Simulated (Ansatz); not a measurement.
# AlSiH2+ (quintet): wave-function methods side by side, def2-QZVPP

The task here is to estimate one member of a computed series from the others.

The runs use Ansatz 0.2.0, Gaussian basis; def2-QZVPP, core rule «outside noble gas», up to 10 orbitals frozen.

Plan: UHF; ROHF; CCSD(T) on UHF.

## What is computed

The geometry is a PBE0/def2-TZVP stationary point (not a proven minimum) of the parent state, kept for this charge and spin.

4 atoms, charge 1, spin multiplicity 5.

Atoms are counted from 1 here; the program's logs count them from 0.

Bond lengths: Si1–Al2 2.337 Å, Si1–H3 1.490 Å, Si1–H4 1.490 Å. Angles: Al2–Si1–H3 125.4°, Al2–Si1–H4 125.4°, H3–Si1–H4 109.2°.

As a file:

```
Si    0.0000    0.0000    1.0744
Al    0.0000    0.0000   -1.2631
H     0.0000    1.2144    1.9373
H     0.0000   -1.2144    1.9373
```

Set-up of the first run:

File in.yaml:

```yaml
crystal:
  periodic: [false, false, false]
  atoms:
    - {symbol: Si, position_ang: [0.000000, 0.000000, 1.074378]}
    - {symbol: Al, position_ang: [0.000000, 0.000000, -1.263082]}
    - {symbol: H, position_ang: [0.000000, 1.214383, 1.937350]}
    - {symbol: H, position_ang: [0.000000, -1.214383, 1.937350]}
basis:
  gaussian: {orbitals: "def2-QZVPP.json"}
total_charge: 1
magnetization: {spin_polarized: true, initial_magnetization: 4}
hamiltonian: {xc: hf}
output: {orbitals: {seedname: orbitals}}
```

The run is started by

```bash
ansatz run in.yaml --threads 1 --pin off --events-out ev --progress --plain --max-ram 2393MiB
```

Among the steps run: UHF; ROHF; CCSD(T) on UHF.

One of the session's tables, all rows but one given; the rest of the session is left out.

It belongs to the step «Misses and costs». 

```
  method  from UCCSD(T) (meV)
    ROHF              +3974.0
     UHF                    ?
    UMP2               +885.1
   UCCSD               +144.4
UCCSD(T)                    0
```

**Question.** Estimate the row for UHF.

As computed: from UCCSD(T) (meV): +3929.2. In the column «from UCCSD(T) (meV)» it lies between UMP2 (+885.1) and ROHF (+3974.0).
